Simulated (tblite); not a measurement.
Species: C4H4N (doublet state).
Bonds: C1–C2, C2–C3 (double), C2–C4, C4–N5 (triple). Hydrogens: H6, H7 on C1; H8, H9 on C3.

The geometry is computed with GFN2-xTB (gas phase). This method treats the open shell by occupation alone, without spin polarisation.

Task: List the bond lengths and angles at this level.

Result: 
```csv
bond,length (bohr),order
"C1–C2, C2=C3",2.609,single/double
C2–C4,2.696,single
C4≡N5,2.163,triple
"C1–H6, C3–H9",2.032,single
"C1–H7, C3–H8",2.031,single
```

Bonds in one row agree within 0.02 bohr and their mean is given. Orders are formal, as drawn. A selection of angles:
```csv
angle,degrees
C2–C1–H6,120.4
C2–C1–H7,121.3
H6–C1–H7,118.3
C1–C2–C3,124.8
C1–C2–C4,117.5
C2–C4–N5,179.9
```

C1 (carbon bonded to C and 2 H) is planar (angles 121.3°, 120.4° and 118.3°, sum 360.0°, 0.00 Å off the plane of its three neighbours). C2 (carbon bonded to 3 C) is planar (angles 124.8°, 117.7° and 117.5°, sum 360.0°, 0.00 Å off the plane of its three neighbours). The 5 heavy atoms lie in one plane (0.000 Å rms). The 3 C–C bonds span 1.381 Å (C2=C3, drawn double in one of several resonance forms) to 1.427 Å (C2–C4, drawn single), a spread of 0.046 Å.

Point group: C2v (tolerance 0.08 Å). Its GFN2-xTB frequencies are all real (lowest 179 cm⁻¹). Torsions: H–C1–C2–C3 0° and 180°.

One conformer stands for the species.
